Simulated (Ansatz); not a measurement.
**C4H7Cl: rigid torsion scan, by script**

Aim: a rigid torsion scan, for C4H7Cl, run from a script. SMILES: ClCC1CC1.

Computed with Ansatz 0.2.0, driven from Python. Level of theory: r2SCAN0/6-31G*.

## 1. The structure

Bond lengths: Cl1–C2 1.772 Å, C2–C3 1.498 Å, C3–C4 1.510 Å, C3–C5 1.510 Å, C4–C5 1.507 Å, C2–H6 1.094 Å, C2–H7 1.094 Å, C3–H8 1.087 Å, C4–H9 1.085 Å, C4–H10 1.084 Å, C5–H11 1.084 Å, C5–H12 1.085 Å. Angles (14 of 24 angles, heavy atoms first): Cl1–C2–C3 114.7°, C2–C3–C4 123.4°, C2–C3–C5 123.4°, C4–C3–C5 59.9°, C3–C4–C5 60.1°, C3–C5–C4 60.1°, Cl1–C2–H6 107.4°, Cl1–C2–H7 107.4°, C3–C2–H6 109.6°, C3–C2–H7 109.6°, C2–C3–H8 109.6°, C4–C3–H8 116.4°, C5–C3–H8 116.4°, C3–C4–H9 117.9°.

The script holds or builds the structure itself.

## 2. The code

c4h7cl.py reads:

```python
from dataclasses import dataclass

import ansatz as az
from ase import Atoms


@dataclass(frozen=True)
class Options:
    basis: str = '6-31G*'
    functional: str = 'R2SCAN0'
    fmax: float = 0.02


opts = Options()


def main() -> None:
    atoms = Atoms(['Cl', 'C', 'C', 'C', 'C', 'H', 'H', 'H', 'H', 'H', 'H', 'H'], positions=[
        [1.783, 1.5765, 0.0866],
        [1.3849, -0.087, 0.5494],
        [-0.0034, -0.5213, 0.1904],
        [-1.2039, 0.392, 0.2571],
        [-0.7051, -0.0988, -1.078],
        [1.5269, -0.1685, 1.6313],
        [2.1124, -0.7446, 0.0641],
        [-0.1589, -1.5484, 0.5098],
        [-2.1346, -0.0201, 0.6319],
        [-1.0673, 1.4407, 0.4948],
        [-0.2331, 0.6198, -1.7381],
        [-1.301, -0.8403, -1.5992],
    ])

    first = (
        az.Crystal.molecule_from_ase(atoms).calculation()
        .basis(gaussian=opts.basis)
        .functional(opts.functional)
        .relax(force_tolerance=opts.fmax, max_steps=80)
    )
    atoms.positions = first.run(threads=1).report['positions_ang']

    start = atoms.get_dihedral(3, 2, 1, 0)
    energies = {}
    for turn in range(0, 360, 40):
        turned = atoms.copy()
        turned.set_dihedral(3, 2, 1, 0, start + turn, indices=[0, 1, 5, 6])
        setup = (
            az.Crystal.molecule_from_ase(turned).calculation()
            .basis(gaussian=opts.basis)
            .functional(opts.functional)
        )
        energies[round((start + turn) % 360)] = setup.run(threads=1).report['free_energy_ev']
    floor = min(energies.values())
    print('dihedral C3-C2-C1-Cl0 (deg)   E - E(min) (kcal/mol)')
    for angle, e in sorted(energies.items()):
        print(f'{angle:8d} {23.060548 * (e - floor):14.3f}  ' + '#' * int(30 * (e - floor) / max(max(energies.values()) - floor, 1e-9)))


if __name__ == '__main__':
    main()
```

## 3. The calls as engine input

The package turns the script's settings into the engine's input (first run):

```yaml
crystal:
  periodic: [false, false, false]
  atoms:
    - { symbol: Cl, position_ang: [1.783, 1.5765, 0.0866] }
    - { symbol: C, position_ang: [1.3849, -0.087, 0.5494] }
    - { symbol: C, position_ang: [-0.0034, -0.5213, 0.1904] }
    - { symbol: C, position_ang: [-1.2039, 0.392, 0.2571] }
    - { symbol: C, position_ang: [-0.7051, -0.0988, -1.078] }
    - { symbol: H, position_ang: [1.5269, -0.1685, 1.6313] }
    - { symbol: H, position_ang: [2.1124, -0.7446, 0.0641] }
    - { symbol: H, position_ang: [-0.1589, -1.5484, 0.5098] }
    - { symbol: H, position_ang: [-2.1346, -0.0201, 0.6319] }
    - { symbol: H, position_ang: [-1.0673, 1.4407, 0.4948] }
    - { symbol: H, position_ang: [-0.2331, 0.6198, -1.7381] }
    - { symbol: H, position_ang: [-1.301, -0.8403, -1.5992] }
basis:
  gaussian:
    orbitals: "6-31G*"
hamiltonian:
  xc: r2scan0
relax:
  f_tol: 0.02
  max_steps: 80
```

## 4. Launch

On the command line:

```
python c4h7cl.py
```

Without the output at hand: what should come out? Wanted: range of energy; lowest point, turn.

**Answer**, as computed:

| quantity | value |
| --- | --- |
| runs compared | 9 |
| range of energy | 0.148 eV |
| lowest point, turn (°) | 240 |

In words: The lowest point lies at a turn of 240°, the highest 0.148 eV (14.3 kJ/mol) above it at 200°. The grid can miss the true lowest and highest points, and the rest of the molecule is held rigid. Run 0: The relaxation took 3 moves; the largest shift is 0.054 Å. The scan is rigid and the energies are electronic, in a modest basis. With rigid groups the curve can differ much from the relaxed path, the start wasn't checked as a minimum of this torsion, and equivalent turns needn't return to the same energy.
